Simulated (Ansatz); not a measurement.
## Ansatz (development build ahead of 0.2.0) run

```yaml
crystal:
  periodic: [false, false, false]
  atoms:
    - { symbol: C, position_ang: [0.0, 0.0, -0.54378] }
    - { symbol: F, position_ang: [0.0, 0.94188, 0.18126] }
    - { symbol: F, position_ang: [0.0, -0.94188, 0.18126] }
basis:
  gaussian: { orbitals: cc-pVDZ }
hamiltonian:
  xc: hf
```

The input is written out in the form of the current development build from the run's settings.

The run gave:

```
Converged                       : yes
Total energy                    : -236.64985 hartree
Spin squared of the determinant : 0.000
```

Caution: no unrestricted run beside it, a lower state can exist.
